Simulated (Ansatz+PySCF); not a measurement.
doublet C₂H₂N: levels of theory in one basis

```xyz
5

C     0.0000    0.0000   -0.8206
N     0.0000    0.0000   -1.9392
C     0.0000    0.0000    0.5577
H     0.0000   -0.9352    1.1010
H     0.0000    0.9352    1.1010
```

Basis set: cc-pVTZ (spherical functions). Correlated methods keep 3 orbitals frozen. Correlation on ROHF uses semicanonical orbitals with singles. Charge 0, multiplicity 2.

Computed with Ansatz (development build ahead of 0.2.0) and PySCF 2.14.0; each method stands on the lowest determinant of its kind that the runs found.

```csv
method,E − E(ROHF) (eV),<S²> of the determinant
ROHF,0.00,0.75
UHF,-0.30,0.86
ROHF-MP2,-13.03,–
UHF-MP2,-12.79,0.86
```

Question: What does ROHF-CCSD(T) give on the same scale?

Answer: -14.09 eV.

Caution for UHF, UHF-MP2: the unrestricted determinant is spin contaminated. Caution for ROHF-MP2, UHF-MP2: forces differ strongly between restricted and unrestricted references.
